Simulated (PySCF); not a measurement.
AlB⁺ at UHF

Computed with UHF; PySCF, no relativity, basis sets Al def2-SVPD, B def2-SVPD.

```json
{
  "state": "²Σ⁺ (doublet), unpaired electrons σ ↑",
  "bond length": "2.819 Å",
  "harmonic wavenumber": "218 cm⁻¹",
  "force constant": "0.220 mdyn/Å",
  "rotational constant Be": "0.2712 cm⁻¹",
  "anharmonicity ωexe": "3.56 cm⁻¹",
  "vibration–rotation constant αe": "0.00534 cm⁻¹",
  "well depth De to Al⁺ + B": "13.1 kcal/mol",
  "dissociation energy D0": "12.8 kcal/mol",
  "bond order (Mayer)": "0.24",
  "dipole moment (positive dipole points towards B; it is taken about the centre of mass and depends on that origin)": "0.25 D"
}
```

For an ion De counts to the pair picked by the measured ionisation energies or electron affinities, which need not be the lowest pair at this level. Hartree–Fock leaves out correlation, which carries a large part of most bond energies and some tenths to 1 eV of ionisation energies. The state is the lowest determinant that a PBE0 search found; another state may lie lower at other levels.
